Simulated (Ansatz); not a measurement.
Barrier from CH3 (SMILES [CH3], doublet) + H2O (SMILES O) to the saddle point below; all geometries are those of the HTBH38 set.
```
C
H 1 1.0845
H 1 1.0848 2 113.00
H 1 1.0848 2 113.27 3 -129.84
H 1 1.2274 2 105.27 3 116.87
O 5 1.2845 1 173.69 2 -107.17
H 6 0.9664 5 97.71 1 2.06
```
Charge 0, spin multiplicity 2.

Quantity: barrier height (electronic, no zero-point energy), in kcal/mol. UHF or UKS for unpaired electrons; spin-orbit terms are left out. Correlated methods leave the cores frozen. Rows without X2C or -DK are non-relativistic. CBS(X,Y): correlation extrapolated as X^-3, Hartree-Fock from the larger set. A bracket is a step between two methods taken in the basis named. 'core' is core correlation in cc-pwCVTZ, 'X2C' scalar relativity in cc-pVTZ-DK, both at CCSD(T). The UHF reference of CH5O (saddle point or complex, doublet) is spin-contaminated (<S^2> up to 0.04 over the pure value in the sets run).

Published benchmark value: 19.6 kcal/mol (Zhao et al., J. Phys. Chem. A 109, 2012 (2005), HTBH38), a best estimate, not a measurement.

```
level                                                                                 program  barrier height (kcal/mol)  difference against that value
------------------------------------------------------------------------------------  -------  -------------------------  -----------------------------
HF/aug-cc-pVQZ                                                                         Ansatz                       28.9                            9.3
CCSD/aug-cc-pVDZ                                                                       Ansatz                       19.9                            0.3
CCSD(T)/aug-cc-pVTZ                                                                    Ansatz                       18.6                           -1.0
CCSD(T)/aug-cc-pVQZ                                                                    Ansatz                       19.3                           -0.3
CCSDT(Q)/aug-cc-pVDZ                                                                   Ansatz                       17.9                           -1.7
CCSD(T)/CBS(aug-cc-pVTZ,aug-cc-pVQZ) + [CCSDT(Q) - CCSD(T)]/aug-cc-pVDZ + core + X2C   Ansatz                       19.3                           -0.3
```

Ansatz is an electronic-structure program.
